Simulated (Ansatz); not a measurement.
# Al2H2 (singlet): wave-function methods side by side, 6-31G

One table from this session's results is given with a row withheld; the runs are named, their logs left out.

The runs use Ansatz 0.2.0, Gaussian basis; 6-31G, core rule «outside noble gas», up to 10 orbitals frozen.

The runs, in order: UHF; CCSD(T) on RHF; CCSD(T) on UHF; BCCD(T) on RHF; CISD; CCSDT(Q) on RHF; CCSDT(Q) on UHF; CISDTQ; CCSDTQ on RHF; CASSCF and MRCISD+Q, 8 electrons in 10 orbitals; CASSCF and NEVPT2, 8 electrons in 10 orbitals; Full CI.

18 further runs of the same task are left out: 9 that didn't finish, 9 set aside as unsound or not needed.

## The system

The geometry is a PBE0/def2-TZVP stationary point (not a proven minimum) of the parent state, kept for this charge and spin.

4 atoms, charge 0, spin multiplicity 1.

Atoms are counted from 1 here; the program's logs count them from 0.

Bond lengths: Al1–Al2 2.300 Å, Al1–H3 1.575 Å, Al2–H4 1.575 Å. Angles: Al2–Al1–H3 180.0°, Al1–Al2–H4 180.0°.

The first run:

The input, in.yaml:

```yaml
crystal:
  periodic: [false, false, false]
  atoms:
    - {symbol: Al, position_ang: [0.000000, 0.000000, 1.150006]}
    - {symbol: Al, position_ang: [0.000000, 0.000000, -1.150006]}
    - {symbol: H, position_ang: [0.000000, 0.000000, 2.724549]}
    - {symbol: H, position_ang: [0.000000, 0.000000, -2.724549]}
basis:
  gaussian: {orbitals: 6-31G}
magnetization: {spin_polarized: true, initial_magnetization: 0}
hamiltonian: {xc: hf}
output: {orbitals: {seedname: orbitals}}
```

Started as:

```bash
$ ansatz run in.yaml --threads 1 --pin off --events-out ev --progress --plain --max-ram 2393MiB
```

Among the steps run: UHF; CCSD(T) on RHF; CCSD(T) on UHF; BCCD(T) on RHF; CISD; CCSDT(Q) on RHF; CCSDT(Q) on UHF; CISDTQ; CCSDTQ on RHF; CASSCF and MRCISD+Q, 8 electrons in 10 orbitals; CASSCF and NEVPT2, 8 electrons in 10 orbitals; Full CI.

One table of the session follows, with a row left open; its other results are not shown here.

```
          method  from FCI (kcal/mol)
             RHF               +62.34
            RMP2               +21.53
            CISD                +7.59
           RCCSD                +3.49
        RCCSD(T)                +2.08
         BCCD(T)                +2.08
          RCCSDT                +0.60
          CISDTQ                +0.92
       RCCSDT(Q)                +0.04
         RCCSDTQ                    ?
  CASSCF valence               +11.59
  NEVPT2 valence                +3.89
  MRCISD valence                +0.30
MRCISD+Q valence                +0.09
             FCI                    0
```

Q: Estimate the row for RCCSDTQ from the others.

The run gave: from FCI (kcal/mol): +0.03. In the column «from FCI (kcal/mol)» it lies between FCI (0) and RCCSDT(Q) (+0.04).

Left out of the table: UHF, UMP2, UCCSD, UCCSD(T), UCCSDT, UCCSDT(Q) (another determinant or state than the rows shown).

To keep in mind: The report flags that the cluster equations may have other roots. The program flags RCCSDT(Q), RCCSDTQ as in doubt, so those rows may rest on another solution; read them beside their warnings.
